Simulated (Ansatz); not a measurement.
in.yaml

```yaml
crystal:
  periodic: [false, false, false]
  atoms:
    - {symbol: Al, position_ang: [0.000000, 0.000000, 1.853400]}
    - {symbol: B, position_ang: [0.000000, 0.000000, -0.076600]}
    - {symbol: Cl, position_ang: [0.000000, 0.000000, -1.776800]}
basis:
  gaussian: {orbitals: "6-31G*"}
magnetization: {spin_polarized: true, initial_magnetization: 3}
correlation: {method: bccd_t, electrons: outside_noble_gas}
scf: {omitted_lower_state_checks: [cluster_reference]}
```

```sh
$ ansatz run in.yaml --threads 1 --pin off --events-out ev --progress --plain --max-ram 2393MiB
```

The program prints:

```
these checks for a lower state are left out or cut short: cluster_reference
472 factors; integrals over basis functions are off by at most 9.5e-4 eV
mean field evaluation 1: about -19754.0056 eV, gradient 8.9e0 eV
mean field evaluation 2: about -19754.0480 eV, gradient 8.9e0 eV
mean field evaluation 4: about -19755.4194 eV, gradient 1.6e0 eV
mean field evaluation 8: about -19755.5048 eV, gradient 3.1e-1 eV
mean field evaluation 16: about -19755.5126 eV, gradient 2.9e-6 eV
mean field evaluation 32: about -19755.4824 eV, gradient 4.0e-1 eV
mean field -19755.51260589 eV, -726.0016974992 hartree, gradient 2.9e-6 eV, S^2 3.757834; 4 other end points of the search recorded, 0 dependent functions left out
11 core orbitals not correlated: weight in the atoms' cores, before any rotation towards them, 1.000 or more for the frozen orbitals, at most 0.000 for the correlated occupied ones
reference -19755.51260589 eV, -726.0016974992 hartree; 8, 5 occupied and 34, 37 virtual orbitals, 472 factors
second order -6.12689346 eV of doubles, -0.00000000 eV of singles
cycle   1  -6.60873110 eV  change   -4.8e-1 eV  update   7.9e-2
cycle   2  -6.80970207 eV  change   -2.0e-1 eV  update   3.1e-2
cycle   3  -6.85335746 eV  change   -4.4e-2 eV  update   1.9e-2
cycle   4  -6.84694954 eV  change    6.4e-3 eV  update   9.4e-3
cycle   5  -6.84450642 eV  change    2.4e-3 eV  update   4.8e-3
cycle   6  -6.84545621 eV  change   -9.5e-4 eV  update   2.3e-3
cycle   7  -6.84553835 eV  change   -8.2e-5 eV  update   8.4e-4
cycle   8  -6.84580411 eV  change   -2.7e-4 eV  update   2.9e-4
cycle   9  -6.84579985 eV  change    4.3e-6 eV  update   1.1e-4
cycle  10  -6.84574161 eV  change    5.8e-5 eV  update   3.9e-5
cycle  11  -6.84575588 eV  change   -1.4e-5 eV  update   1.2e-5
perturbative correction -0.30061074 eV, -0.0110472409 hartree
Total energy: -19762.65897251 eV, -726.2643216284 hartree
Checks for a lower state left out: cluster_reference
```

Ran on 1 thread of AMD EPYC, shared host: 7.5 s wall, 0.16 GiB peak host memory.
